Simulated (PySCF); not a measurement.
One molecule, one basis, several functionals.

C₅H₉N.
InChI=1S/C5H9N/c1-3-4-5-6-2/h3H,1-2,4-5H2

Torsions of this conformer, `[CH2:1]=[CH:2][CH2:3][CH2:4][N:5]=[CH2:6]`: C1–C2–C3–C4 -119°, C2–C3–C4–N5 -65°, C3–C4–N5–C6 125°.

PySCF, def2-SVPD basis, density fitting, gas phase, PBE0-D3(BJ)/def2-SVP geometry; singlet excitations by full TDDFT with frozen cores, triplets by Tamm–Dancoff TDDFT and ionisation energies by ΔSCF, from the lowest of the holes tried. One functional is left out:

| functional | exact exchange (%) | HOMO energy (eV) | LUMO energy (eV) | lowest singlet excitation (eV) | lowest triplet excitation (eV) | dipole moment (D) | mean polarisability (au) | vertical ionisation energy (eV) |
| --- | --- | --- | --- | --- | --- | --- | --- | --- |
| LDA | 0 | -6.01 | -1.86 | 4.53 | 3.85 | 1.237 | 75.0 | 9.57 |
| PBE | 0 | -5.93 | -1.61 | 4.65 | 3.88 | 1.190 | 73.9 | 9.36 |
| PBE0 | 25 | -7.38 | -0.49 | 4.89 | 4.03 | 1.303 | 71.3 | 9.22 |
| BHandHLYP | 50 | -8.39 | 0.66 | 5.08 | 4.23 | 1.402 | 70.0 | 9.42 |

Predict the row of B3LYP (20 % exact exchange) by straight lines through the other rows, and check it.

| property | line | computed | computed − line | PBE0 (25 %), for comparison |
| --- | --- | --- | --- | --- |
| HOMO energy (eV) | -6.99 | -7.17 | -0.18 | -7.38 |
| LUMO energy (eV) | -0.76 | -0.77 | -0.01 | -0.49 |
| lowest singlet excitation (eV) | 4.80 | 4.85 | +0.05 | 4.89 |
| lowest triplet excitation (eV) | 4.01 | 4.05 | +0.04 | 4.03 |
| dipole moment (D) | 1.288 | 1.289 | +0.001 | 1.303 |
| mean polarisability (au) | 72.4 | 72.1 | -0.3 | 71.3 |
| vertical ionisation energy (eV) | 9.39 | 9.26 | -0.13 | 9.22 |
